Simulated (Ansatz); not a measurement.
A run of Ansatz (development build ahead of 0.2.0) on singlet C3H5(+) at this shape:

```yaml
atoms:
  - { symbol: C, position_ang: [0.0000, 0.0000, -0.5322] }
  - { symbol: C, position_ang: [0.0000, 1.2850, 0.2280] }
  - { symbol: C, position_ang: [0.0000, -1.2850, 0.2280] }
  - { symbol: H, position_ang: [0.0000, 0.0000, -1.7144] }
  - { symbol: H, position_ang: [0.0000, 2.3321, -0.3273] }
  - { symbol: H, position_ang: [0.0000, 1.3000, 1.4133] }
  - { symbol: H, position_ang: [0.0000, -2.3321, -0.3273] }
  - { symbol: H, position_ang: [0.0000, -1.3000, 1.4133] }
```

Its results:

```
Converged                       : yes
Total energy                    : -116.14736 hartree
Spin squared of the determinant : 0.000
```

**Question.** Which input gives this output? Name the method, the orbitals and the basis set, and write the input.

**Answer.** RHF in cc-pVDZ. An unrestricted run that stays on the closed shell gives the same numbers.

```yaml
crystal:
  periodic: [false, false, false]
  atoms:
    - { symbol: C, position_ang: [0.0, 0.0, -0.53219] }
    - { symbol: C, position_ang: [0.0, 1.28502, 0.22795] }
    - { symbol: C, position_ang: [0.0, -1.28502, 0.22795] }
    - { symbol: H, position_ang: [0.0, 0.0, -1.71436] }
    - { symbol: H, position_ang: [0.0, 2.33205, -0.32727] }
    - { symbol: H, position_ang: [0.0, 1.30001, 1.41332] }
    - { symbol: H, position_ang: [0.0, -2.33205, -0.32727] }
    - { symbol: H, position_ang: [0.0, -1.30001, 1.41332] }
basis:
  gaussian: { orbitals: cc-pVDZ }
total_charge: 1
hamiltonian:
  xc: hf
```

Caution: no unrestricted run beside it, a lower state can exist.
